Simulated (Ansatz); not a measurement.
Program: Ansatz. Geometries: PBE0-D4/def2-TZVP. ΔE: electronic, gas phase. CCSD(T)/CBS adds triple-zeta CCSD(T) − MP2 to the extrapolated MP2 energy (def2 sets, frozen cores). This one scheme is used for every species. Functionals use def2-TZVPP. B3LYP here is the variant with VWN-RPA as its local correlation; programs differ in this. One conformer a species, not always the lowest.

`S[SiH2]Cl` → H₂ + `S[Si]Cl`  (silylene formation by 1,1-elimination)

Problem. Is it downhill or uphill in electronic energy at CCSD(T)/CBS, and by how much? (Estimate.)

Solution. The calculation gave: Uphill: ΔE = +151.7 kJ/mol.

Problem. What do these levels give: B97M-V, B3LYP-D4, ωB97X-V, PBE-QIDH, BLYP, B3LYP, RPA@PBE/def2-TZVPP, MP2/def2-SVP, CCSD/def2-SVP, CCSD(T)/def2-SVP, HF/def2-TZVPP, CCSD/def2-TZVPP? (An estimate is asked.)

Solution. Computed: B97M-V 149.6, B3LYP-D4 139.9, ωB97X-V 166.7, PBE-QIDH 168.7, BLYP 115.3, B3LYP 136.6, RPA@PBE/def2-TZVPP 138.3, MP2/def2-SVP 162.2, CCSD/def2-SVP 154.3, CCSD(T)/def2-SVP 149.7, HF/def2-TZVPP 171.3, CCSD/def2-TZVPP 156.0 kJ/mol.

Largest T1 diagnostic among the species: 0.014.

From BLYP to BHLYP (50 % exact exchange), in def2-TZVPP and without D4, ΔE moves by +45.1 kJ/mol. In def2-TZVPP, CCSD(T) changes the Hartree–Fock value by −20.7 kJ/mol (the triples alone add −5.4 kJ/mol) and MP2 by −12.3 kJ/mol.
